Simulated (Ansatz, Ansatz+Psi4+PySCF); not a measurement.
```json
{"atom": "O", "x (Å)": "-1.4463", "y (Å)": "-0.1553", "z (Å)": "0.0011"}
{"atom": "H", "x (Å)": "-1.9022", "y (Å)": "0.7028", "z (Å)": "-0.0024"}
{"atom": "H", "x (Å)": "-0.5101", "y (Å)": "0.0937", "z (Å)": "-0.0056"}
{"atom": "O", "x (Å)": "1.3707", "y (Å)": "0.1709", "z (Å)": "0.0032"}
{"atom": "H", "x (Å)": "1.5443", "y (Å)": "-0.4006", "z (Å)": "-0.7579"}
{"atom": "H", "x (Å)": "1.5457", "y (Å)": "-0.4180", "z (Å)": "0.7617"}
```

Basis set: cc-pVTZ (spherical functions). Correlated methods keep 2 orbitals frozen. Charge 0, multiplicity 1.

Computed with Ansatz (development build ahead of 0.2.0); each method stands on the lowest determinant of its kind that the runs found. Restricted open shells among the atoms or ions are ROHF, correlated in semicanonical orbitals with singles.

**Question.** Give the atomization energy at this shape (free ground-state atoms in the same class of orbitals less the molecule, no zero-point energy) of singlet H4O2 by RHF-MP2, RHF.

**Answer.**

```
 method  atomization energy
RHF-MP2     462.40 kcal/mol
    RHF     318.26 kcal/mol
```
